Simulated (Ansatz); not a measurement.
# C5H10O: small, medium and large basis sets

An exercise on one series of results from a longer session: the logs are not shown, and one member is left open.

Method: one geometry, several basis sets; program: Ansatz 0.2.0, Gaussian basis.

The runs, in order: PBE0-D4/def2-SVP; ωB97M-V/def2-SVP; PBE0-D4/def2-QZVPP; ωB97M-V/def2-QZVPP; the functionals' def2-TZVPP values are taken from earlier runs.

### The relaxed structure

All runs share one geometry, relaxed beforehand with PBE0-D4 in a triple-zeta def2 set.

SMILES `CC(C)=C(C)O`, 16 atoms, charge 0, spin multiplicity 1.

Atoms are counted from 1 here; the program's logs count them from 0.

Bond lengths: C1–C2 1.501 Å, C1–H7 1.097 Å, C1–H8 1.095 Å, C1–H9 1.094 Å, C2–C3 1.496 Å, C2–C4 1.339 Å, C3–H10 1.096 Å, C3–H11 1.096 Å, C3–H12 1.088 Å, C4–C5 1.488 Å, C4–O6 1.368 Å, C5–H13 1.086 Å, C5–H14 1.094 Å, C5–H15 1.094 Å, O6–H16 0.961 Å. Angles: C2–C1–H7 112.1°, C2–C1–H8 114.1°, C2–C1–H9 110.1°, H7–C1–H8 107.6°, H7–C1–H9 106.6°, H8–C1–H9 105.9°, C1–C2–C3 114.2°, C1–C2–C4 121.9°, C3–C2–C4 123.9°, C2–C3–H10 110.5°, C2–C3–H11 111.0°, C2–C3–H12 113.5°, H10–C3–H11 106.4°, H10–C3–H12 107.3°, H11–C3–H12 107.8°, C2–C4–C5 127.7°, C2–C4–O6 123.1°, C5–C4–O6 109.1° and more.

Set-up of the first run:

in.yaml

```yaml
crystal:
  periodic: [false, false, false]
  atoms:
    - {symbol: C, position_ang: [-0.157679, -0.458877, 1.809476]}
    - {symbol: C, position_ang: [0.168451, -0.196141, 0.367581]}
    - {symbol: C, position_ang: [1.458969, -0.798669, -0.089887]}
    - {symbol: C, position_ang: [-0.655765, 0.496002, -0.428427]}
    - {symbol: C, position_ang: [-0.451754, 0.857290, -1.857148]}
    - {symbol: O, position_ang: [-1.857497, 0.994980, -0.007263]}
    - {symbol: H, position_ang: [-0.596322, -1.452821, 1.958768]}
    - {symbol: H, position_ang: [-0.838850, 0.273991, 2.253732]}
    - {symbol: H, position_ang: [0.753622, -0.424717, 2.413439]}
    - {symbol: H, position_ang: [1.470354, -1.877559, 0.105144]}
    - {symbol: H, position_ang: [2.307163, -0.375550, 0.460998]}
    - {symbol: H, position_ang: [1.649890, -0.660001, -1.152290]}
    - {symbol: H, position_ang: [0.519764, 0.551097, -2.234538]}
    - {symbol: H, position_ang: [-1.229838, 0.400646, -2.475667]}
    - {symbol: H, position_ang: [-0.544817, 1.940549, -1.975136]}
    - {symbol: H, position_ang: [-2.018590, 0.707279, 0.895618]}
basis:
  gaussian: {orbitals: def2-SVP}
hamiltonian: {xc: pbe0, dispersion: d4}
output: {orbitals: {seedname: orbitals}}
```

On the command line:

```console
> ansatz run in.yaml --threads 2 --pin off --events-out ev --progress --plain --max-ram 32768MiB --backend cpu
```

Among the steps run: PBE0-D4 in def2-SVP; ωB97M-V in def2-SVP; PBE0-D4 in def2-QZVPP; ωB97M-V in def2-QZVPP.

One of the session's tables, all rows but one given; the rest of the session is left out.

It belongs to the step «Density functionals: the series». 

| functional | basis | HOMO (eV) | LUMO (eV) |
| --- | --- | --- | --- |
| PBE0-D4 | def2-SVP | -5.82 | 1.36 |
| PBE0-D4 | def2-TZVPP | -5.92 | 0.94 |
| PBE0-D4 | def2-QZVPP | -5.95 | 0.48 |
| ωB97M-V | def2-SVP | ? | ? |
| ωB97M-V | def2-TZVPP | -8.12 | 2.40 |
| ωB97M-V | def2-QZVPP | -8.15 | 1.64 |

**Question.** Estimate the row for ωB97M-V, def2-SVP.

The run gave: HOMO (eV): -8.00; LUMO (eV): 3.23. In the column «HOMO (eV)» it lies between ωB97M-V, def2-TZVPP (-8.12) and PBE0-D4, def2-QZVPP (-5.95).
